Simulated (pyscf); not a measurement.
`[F][N][F]` [doublet] + `[F][SiH]([F])[F]` → `[F][Si]([F])([F])[F]` + `[NH][F]` [doublet], a four-centre exchange (doublet surface; F–N, H–Si broken, F–Si, H–N formed). PySCF, gas phase, ωB97X-D3(BJ)/def2-SVP geometries. Energies in kcal/mol from the separated reactants.

Small-basis levels: PySCF, no dispersion term, spherical d functions. AM1 to PM7: differences of heats of formation from MOPAC, which are fitted to 298 K values and so differ in kind from electronic energies by zero-point and thermal terms. Open shells are spin-unrestricted. 

| level | barrier | reaction energy |
|---|---|---|
| HF/6-31G* | 77.8 | -75.4 |
| MP2/6-31G* | 59.4 | -72.9 |
| SVWN5/6-31G* | 24.4 | -56.8 |
| B3LYP/STO-3G | 54.0 | -9.3 |
| B3LYP/3-21G | (withheld) | -59.7 |
| B3LYP/LANL2DZ | 46.4 | -53.7 |
| M06-2X/6-31G* | 50.1 | -68.3 |
| PM3 | 27.4 | -93.9 |
| PM6 | 40.8 | -73.1 |
| ωB97M-D3(BJ)/def2-TZVP | (withheld) | -70.3 |

Task: What belongs in the gaps?

Result: 
- B3LYP/3-21G, barrier: 29.3
- ωB97M-D3(BJ)/def2-TZVP, barrier: 51.3

Against the last row the barrier runs from -26.9 (SVWN5/6-31G*) to +26.5 kcal/mol (HF/6-31G*). ωB97M-D3(BJ)/def2-TZVP has limits of its own. This is the saddle that the search found; another between the same sides may lie lower.
